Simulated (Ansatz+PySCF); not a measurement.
Values are calculated unless marked as measured or tabulated.
A run of Ansatz (development build ahead of 0.2.0) on doublet C6H5 at this shape:

| atom | x (Å) | y (Å) | z (Å) |
| --- | --- | --- | --- |
| C | -0.0251 | 1.4474 | 0.0000 |
| C | 1.1954 | 0.7269 | 0.0000 |
| C | 1.1865 | -0.6850 | 0.0000 |
| C | -0.0318 | -1.3987 | 0.0000 |
| C | -1.2660 | -0.7019 | 0.0000 |
| C | -1.2017 | 0.6938 | 0.0000 |
| H | -0.0350 | 2.5433 | 0.0000 |
| H | 2.1049 | 1.2458 | 0.0000 |
| H | 2.1360 | -1.2332 | 0.0000 |
| H | -0.0264 | -2.4458 | 0.0000 |
| H | -2.2200 | -1.2414 | 0.0000 |

Its results:

```json
{
 "Converged": "yes",
 "Reference energy": "-230.11897 hartree",
 "Correlation energy": "-0.91751 hartree",
 "Total energy": "-231.03648 hartree",
 "Spin squared of the determinant": "0.750",
 "Stability test": "minimum among restricted orbitals",
 "Occupied orbitals by symmetry in an Abelian subgroup (alpha; beta)": "11 A1 1 A2 2 B1 7 B2; 10 A1 1 A2 2 B1 7 B2"
}
```

Forces (eV/Å):
| atom | Fx | Fy | Fz |
| --- | --- | --- | --- |
| C1 | -0.205 | -0.420 | 0.000 |
| C2 | -1.772 | -1.095 | 0.000 |
| C3 | -0.336 | 0.194 | 0.000 |
| C4 | 0.062 | 2.082 | 0.000 |
| C5 | 0.261 | 0.388 | 0.000 |
| C6 | 0.819 | -0.473 | 0.000 |
| H7 | -0.001 | -0.536 | 0.000 |
| H8 | 1.169 | 0.682 | 0.000 |
| H9 | -0.455 | 0.262 | 0.000 |
| H10 | -0.006 | -1.353 | 0.000 |
| H11 | 0.463 | 0.269 | 0.000 |

Which input gives this output? Name the method, the orbitals and the basis set, and write the input.

ROHF-MP2 in cc-pVTZ.

```yaml
crystal:
  periodic: [false, false, false]
  atoms:
    - { symbol: C, position_ang: [-0.02514, 1.4474, 0.0] }
    - { symbol: C, position_ang: [1.19543, 0.72689, 0.0] }
    - { symbol: C, position_ang: [1.18653, -0.68504, 0.0] }
    - { symbol: C, position_ang: [-0.03179, -1.39871, 0.0] }
    - { symbol: C, position_ang: [-1.26605, -0.70193, 0.0] }
    - { symbol: C, position_ang: [-1.20172, 0.69381, 0.0] }
    - { symbol: H, position_ang: [-0.03496, 2.54328, 0.0] }
    - { symbol: H, position_ang: [2.10493, 1.24577, 0.0] }
    - { symbol: H, position_ang: [2.13596, -1.23319, 0.0] }
    - { symbol: H, position_ang: [-0.02641, -2.4458, 0.0] }
    - { symbol: H, position_ang: [-2.22003, -1.24136, 0.0] }
basis:
  gaussian: { orbitals: cc-pVTZ }
magnetization:
  initial_magnetization: 1
hamiltonian:
  xc: hf
correlation:
  method: mp2
  frozen_orbitals: { C: 1, H: 0 }
output:
  forces: true
```

Caution: forces differ strongly between restricted and unrestricted references.
